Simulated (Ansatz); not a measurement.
**C5H8 (2,3-pentadiene): methods side by side**

C5H8: 13 atoms, total charge 0, spin state singlet. SMILES: `CC=C=CC`. The shape is that of a PBE0-D4/def2-TZVP optimisation.

Quantity: the atomisation enthalpy at 298 K, in kJ/mol. The values are calculated. The thermal term (zero-point and 298 K enthalpy, harmonic and unscaled) is that of B3LYP/6-31G*; the spin-orbit lowering of the free atoms at 298 K, 0.1 kJ/mol by their spectra, is taken off.

Measured value to compare with: CRC Handbook of Chemistry and Physics gives the atomisation enthalpy at 298 K of the gas as 5195 kJ/mol.

```json
{"level": "PBE/6-31G* (spherical functions)", "kind": "GGA", "program": "Ansatz", "value (kJ/mol)": "5333", "computed − measured": "+138", "CPU time (all runs)": "3.9 s"}
{"level": "BHLYP/6-31G* (spherical functions)", "kind": "global hybrid", "program": "Ansatz", "value (kJ/mol)": "5037", "computed − measured": "-158", "CPU time (all runs)": "5.2 s"}
{"level": "r2SCAN0/6-31G* (spherical functions)", "kind": "hybrid meta-GGA", "program": "Ansatz", "value (kJ/mol)": "5132", "computed − measured": "-63", "CPU time (all runs)": "7.1 s"}
{"level": "HSE06/6-31G* (spherical functions)", "kind": "range-separated hybrid", "program": "Ansatz", "value (kJ/mol)": "5241", "computed − measured": "+46", "CPU time (all runs)": "4.8 s"}
{"level": "PBE-QIDH/6-31G* (spherical functions)", "kind": "double hybrid", "program": "Ansatz", "value (kJ/mol)": "5069", "computed − measured": "-126", "CPU time (all runs)": "5.6 s"}
{"level": "RPA@PBE/6-31G* (spherical functions)", "kind": "RPA", "program": "Ansatz", "value (kJ/mol)": "4615", "computed − measured": "-580", "CPU time (all runs)": "6.6 s"}
{"level": "BCCD(T)/6-31G* (spherical functions)", "kind": "coupled cluster or CI", "program": "Ansatz", "value (kJ/mol)": "4760", "computed − measured": "-435", "CPU time (all runs)": "18 s"}
{"level": "CCSD/6-31G* (spherical functions)", "kind": "coupled cluster or CI", "program": "Ansatz", "value (kJ/mol)": "4708", "computed − measured": "-487", "CPU time (all runs)": "13 s"}
```

Nearest: HSE06/6-31G* (spherical functions) (+46 kJ/mol); farthest: RPA@PBE/6-31G* (spherical functions) (-580 kJ/mol). Computed less measured by kind, in kJ/mol (of the ab initio rows, those in 6-31G*): GGA +138; global hybrid -158 to -63; range-separated hybrid +46; double hybrid -126; RPA -580; coupled cluster or CI -487 to -435. In a finite basis correlated wave-function methods underbind, so their errors here aren't those of the basis-set limit. CPU times are rough (shared hosts, several kinds of processor and program).
